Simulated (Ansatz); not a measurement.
# C2H2S, SMILES C=C=S: an active-space calculation

Computed with Ansatz's Python interface.

`run_cas.py`
```python
import ansatz as az

geometry_ang = [
    ("C", (0.6309, -0.321, 0.12)),
    ("C", (-0.5835, 0.2527, -0.1126)),
    ("S", (-2.2221, 0.9934, -0.4302)),
    ("H", (1.5026, -0.0143, -0.5229)),
    ("H", (0.7221, -0.9844, 0.9043)),
]
system = az.Crystal.molecule()
for symbol, xyz in geometry_ang:
    system = system.atom(symbol, xyz)

base = system.calculation().basis(gaussian="6-31G*").correlation(active_electrons=6, active_orbitals=7)
for method in [None, "sc_nevpt2"]:
    rep = (base if method is None else base.correlation(method)).run().report
    space = rep["configurations"]
    state = space["states"][0]
    print(method or "casscf", f"total {rep['free_energy_ev'] / 27.211386246:.6f} Ha, active-space state {state['energy']['hartree']:.6f} Ha, mean field {rep['reference_energy_ev'] / 27.211386246:.6f} Ha")
    print("  determinants", state["n_determinants"], " natural occupations", [round(n, 3) for n in space["natural_occupations"]])
print("effectively unpaired electrons, sum of min(n, 2 - n):", round(sum(min(n, 2 - n) for n in space["natural_occupations"]), 3))
```

```console
$ python run_cas.py
casscf total -474.403946 Ha, active-space state -474.403946 Ha, mean field -474.301773 Ha
  determinants 1225  natural occupations [1.948, 1.908, 1.889, 0.113, 0.092, 0.046, 0.005]
sc_nevpt2 total -474.680158 Ha, active-space state -474.403928 Ha, mean field -474.301773 Ha
  determinants 1225  natural occupations [1.948, 1.908, 1.889, 0.113, 0.092, 0.046, 0.005]
effectively unpaired electrons, sum of min(n, 2 - n): 0.512
```

Caveats:
- Total energies depend on the basis set; only differences at equal settings carry meaning.
- The geometry is a force-field or estimated start, not a minimum of this method, and the basis set is short of its limit. The active space starts as a window about the frontier orbitals and is then optimised, not chosen by chemistry.
- Timing: 12 s on 1 thread of Arm Neoverse V1, on a shared host, peak memory 0.17 GiB.
